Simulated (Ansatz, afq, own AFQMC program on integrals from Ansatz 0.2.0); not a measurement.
# N2, singlet: AFQMC among the cluster methods

```yaml
atoms:
  - { symbol: N, position_ang: [0.0000, 0.0000, 0.0000] }
  - { symbol: N, position_ang: [0.0000, 0.0000, 1.1850] }
```

Basis 6-31G. Only valence electrons are correlated. Ansatz 0.2.0 and our own AFQMC program on the same integrals; the CISD trial comes from CCSD amplitudes, and released means the phaseless constraint is let go. Error bars are statistical, one sigma.

Determinant: RHF, the one that the program's search chose, which needn't be the lowest solution. The geometry is a point of a scan.

Full CI on the same integrals is exact in this basis and with this determinant's frozen core.

Cautions: higher spins were not checked; restricted determinant unstable towards unrestricted (UHF 172 meV lower, ⟨S²⟩ 0.48); CCSD(T) is in doubt: in a space of 8 electrons in 8 natural orbitals full CI lies 92 meV below it; the released energies are still falling, so no released level is given (meV from the phaseless value at times in 1/Eh: -10 ± 3 at 0.24, -18.3 ± 2.5 at 0.51, -24.1 ± 2.4 at 0.99, -26.9 ± 1.8 at 1.62, -30 ± 3 at 2.40), though the last usable value meets full CI within the noise.

```
T1 diagnostic                               : 0.0142
weight of the determinant in the CISD state : 0.893
size of the correlated space                : 10 electrons in 16 orbitals
```

Reference: full CI, correlation energy -7.026 eV.

| level | E − E(reference) (mEh) | share of correlation (%) |
| --- | --- | --- |
| HF | 258.21 | 0.00 |
| MP2 | -8.22 | 103.18 |
| CCSD | 12.28 | 95.24 |
| CCSD(T) | 2.44 | 99.05 |
| CCSDT | 2.76 | 98.93 |
| CCSDT(Q) | -0.17 | 100.07 |
| CCSDTQ | 0.36 | 99.86 |
| ph-AFQMC/CISD | 1.00 ± 0.18 | 99.61 |

CCSDT and higher add their correlation energy to the determinant of the CCSD(T) run, since their own runs factorise the integrals more tightly (a shift of under 2 meV). A walk keeps the symmetry of its determinant, which the program's search chose and which needn't be the lowest solution, so a lower state of the same spin and another symmetry isn't excluded.
